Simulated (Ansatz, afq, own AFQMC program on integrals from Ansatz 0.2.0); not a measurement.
Two steps: Ansatz 0.2.0 writes the Fock matrix and Cholesky factors of the valence space, and afq projects on them the lowest state that overlaps trial and start.

```yaml
crystal:
  periodic: [false, false, false]
  atoms:
    - {symbol: Cl, position_ang: [0.000000, 0.000000, -1.511000]}
    - {symbol: H, position_ang: [0.000000, 0.000000, -0.005000]}
    - {symbol: Cl, position_ang: [0.000000, 0.000000, 1.516000]}
basis:
  gaussian: {orbitals: cc-pVTZ}
magnetization: {spin_polarized: true, initial_magnetization: 1}
correlation: {method: ccsd_t, electrons: outside_noble_gas, hamiltonian_folder: ham}
```

```sh
$ ansatz run in.yaml --threads 1 --pin off --events-out ev --progress --plain --max-ram 24576MiB --backend cuda --devices 0, --max-vram 18GiB
```

afq runs on the folder ham with

```
--method phaseless --trial cisd --walkers 2500 --populations 20 --least-time 60 --time-step 0.005 --steps-per-block 50 --equilibration-blocks 28 --max-blocks 4000 --target-error 0.00023 --factor-cut 1e-05 --start spin_pure --seed 9299 --release-times 0.24,0.51,0.99,1.5 --release-step 0.03 --release-every 4 --taylor-order 6
```

Times are imaginary, in 1/Eh. The walk had a cap of 244 s. With eight or more populations the least sampling time is a fifth of least-time, and the error comes from their spread.

Log:

```
orbitals 72  electrons 8 7  factors 465 of 481
reference energy -919.55185733 Eh
CCSD correlation -0.42085826 Eh in 10 cycles, weight of the determinant in the CISD state 0.8468
energy of the start -919.967734 Eh
 block  time / (1/Eh)  mean weight  energy / Eh
     1     0.250  0.9998  -919.962910
     2     0.500  1.0003  -919.970445
     3     0.750  1.0005  -919.977104
     4     1.000  1.0000  -919.982405
     5     1.250  1.0001  -919.985764
     8     2.000  1.0002  -919.988084
    11     2.750  1.0006  -919.991394
    17     4.250  1.0001  -919.992831
    23     5.750  0.9998  -919.990271
    29     7.250  1.0001  -919.993097
    35     8.750  0.9998  -919.991686
    41    10.250  0.9999  -919.992074
    47    11.750  0.9999  -919.989681
    53    13.250  0.9997  -919.990405
    59    14.750  1.0004  -919.990999
    65    16.250  1.0002  -919.988816
    71    17.750  0.9997  -919.989761
    77    19.250  0.9995  -919.989419
    83    20.750  0.9998  -919.988968
    89    22.250  1.0000  -919.989733
    95    23.750  1.0001  -919.991102
    97    24.250  0.9990  -919.988817
error from the spread of 20 populations
released: time / (1/Eh)  energy / Eh  error  mean overlap
  0.24  -919.990708  0.000191  0.9955
  0.51  -919.991126  0.000246  0.9900
  0.99  -919.990742  0.000275  0.9892
  1.50  -919.991028  0.000210  0.9838
energy -919.990461 +/- 0.000217 Eh
(rows thinned)
```

The run passed its tests (sampling time, drift between the halves within three errors, error under three times the target), which doesn't prove that it has relaxed. The second half of the sampling lies above the first by 2.6 errors of their difference, so the energy may still be moving and its error bar be too small.

Against this walk (error 5.9 meV) on the same determinant: CCSD(T) 31.9 meV higher, CCSDT(Q) 25.0 meV lower. The error is statistical and leaves out the bias of the constraint. Released to 1.50 1/Eh the energy moves by -15 ± 8 meV (both errors), within twice the noise. CCSDT(Q) is the surest value here, so the walk's 25 meV above it is most likely the bias of the constraint with this trial, which can have either sign.

Cautions: constraint bias not in the error; unrestricted determinant slightly spin contaminated (⟨S²⟩ 0.81 against 0.75).

The walk took 2.8 min on 1 × NVIDIA H100 80GB HBM3 with 1 thread of AMD EPYC 7R13 Processor (Zen 3), on a shared host (the card was shared). The log's last line is the phaseless energy.

CCSDT and higher add their correlation energy to the determinant of the CCSD(T) run, since their own runs factorise the integrals more tightly (a shift of under 2 meV). A walk keeps the symmetry of its determinant, which the program's search chose and which needn't be the lowest solution, so a lower state of the same spin and another symmetry isn't excluded.
